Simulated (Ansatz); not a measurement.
This geometry of CH5B + ClH (9 atoms, charge 0, multiplicity 1) is a first-order saddle point.

Method: Ansatz, RKS revPBE-D4/def2-SVP.

```xyz
9
Properties=species:S:1:pos:R:3
B 0.050 0.155 0.065
H 0.120 -0.234 1.292
C 1.390 0.005 -0.748
H 1.530 -1.074 -0.986
H 1.340 0.543 -1.717
H 2.292 0.345 -0.200
H -1.068 -0.029 -0.366
Cl -0.085 2.274 0.794
H 0.044 0.938 1.395
```

(1) Which two structures does it join? (They come from a converged band through this point; their orientation in space is the band's.)

(2) How far does it lie above each of them?

## Answers

(1) Bonds broken: B1–H2, Cl8–H9. Bonds formed: B1–Cl8, H2–H9. CH5B + ClH becomes CH4BCl + H2.

Initial state:

```xyz
9
Properties=species:S:1:pos:R:3
B 0.078 -0.117 0.026
H 0.113 -0.362 1.232
C 1.406 -0.055 -0.796
H 1.584 -1.117 -1.101
H 1.331 0.522 -1.739
H 2.302 0.262 -0.227
H -1.020 -0.127 -0.498
Cl -0.136 2.529 0.995
H -0.044 1.390 1.636
```

Final state:

```xyz
9
Properties=species:S:1:pos:R:3
B 0.018 0.818 -0.697
H 0.119 -0.586 2.756
C 1.396 0.135 -0.975
H 1.397 -0.860 -0.470
H 1.491 -0.098 -2.059
H 2.282 0.705 -0.638
H -1.039 0.342 -1.069
Cl -0.098 2.342 0.201
H 0.047 0.125 2.481
```

(2) 0.095 eV above the first and 0.994 eV above the second. This is the barrier of this one path; another mechanism may lie lower. The orbitals stay closed-shell, which can raise the energy where a bond breaks towards radicals; this wasn't checked here.

Run time: 3.5 min on 1 thread of Arm Neoverse V1, on a shared host, peak memory 0.13 GiB.
